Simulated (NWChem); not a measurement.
A series in which one site is exchanged, each optimised at PBE0/def2-SVP with NWChem, gas phase unless a solvent is named. Some are not confirmed as minima by frequencies. def2 effective core potentials on Zr; no spin-orbit coupling.

A: [Cl][GeH2][Cl] (GeH2Cl2; site = Ge)
B: [Cl][TiH2][Cl] (TiH$_{2}$Cl$_{2}$; site = Ti)
C: [ZrH2]([Cl])[Cl] (ZrH2Cl2; site = Zr)
D: ClCCl (CH2Cl2; site = C)

Question: Rank them by dipole (D), PBE0/def2-SVP, lowest first.

Answer: B (0.20), C (0.31), D (1.69), A (1.99)
